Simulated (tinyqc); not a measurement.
Inside a calculation. Method: CIS and TDHF on RHF in the sto-3g basis, frozen core, for H2O, spin multiplicity 1. One step of it, computed by the program tinyqc.

Problem. CIS singlet states. Diagonalise A (1 hartree = 27.211386 eV); each vector has its largest component positive (the first on a tie). The transition dipole is mu = sqrt2 sum c_ia <i|r|a>.

CIS matrix A, singlet (hartree), lower triangle:
```
           2>6        2>7        3>6       3>7       4>6       4>7       5>6       5>7
2>6   1.577821
2>7   0.005628   1.601419
3>6  -0.002993  -0.023670   0.857717
3>7   0.057385   0.002914  -0.009802  1.112486
4>6   0.055026   0.006052  -0.010712  0.107104  0.734912
4>7   0.005054  -0.021814   0.035467  0.007278  0.000934  0.809071
5>6   0.000000   0.000000   0.000000  0.000000  0.000000  0.000000  0.563890
5>7   0.000000   0.000000   0.000000  0.000000  0.000000  0.000000  0.003470  0.621179
```

dipole integrals <i|r|a> (bohr):
```
            x          y          z
2>6  0.000000   0.004195  -0.167632
2>7  0.000000  -0.155599  -0.015718
3>6  0.000000  -0.714646   0.046111
3>7  0.000000  -0.046797  -0.658987
4>6  0.000000   0.049454  -0.506504
4>7  0.000000  -0.618991  -0.026339
5>6  0.066510   0.000000   0.000000
5>7  0.004322   0.000000   0.000000
```

Give: singlet excitation energies; lowest vectors; oscillator strengths 2/3 w |mu|^2.

Solution.

singlet excitation energies (eV): 15.3385  16.9089  19.1705  21.4956  23.8148  30.7643  43.2015  43.6907

lowest vectors:
```
     state 1  state 2  state 3  state 4  state 5  state 6
2>6   0.0000   0.0000  -0.0445  -0.0061  -0.0003  -0.1527
2>7   0.0000   0.0000  -0.0043   0.0103   0.0429  -0.0084
3>6   0.0000   0.0000   0.0522  -0.4624   0.8836  -0.0393
3>7   0.0000   0.0000  -0.2461  -0.0403   0.0373   0.9580
4>6   0.0000   0.0000   0.9668   0.0217  -0.0342   0.2391
4>7   0.0000   0.0000  -0.0079   0.8854   0.4635   0.0162
5>6   0.9982   0.0602   0.0000   0.0000   0.0000   0.0000
5>7  -0.0602   0.9982   0.0000   0.0000   0.0000   0.0000
```

oscillator strengths 2/3 w |mu|^2: 0.0033  0.0001  0.0953  0.0501  1.0065  0.8011
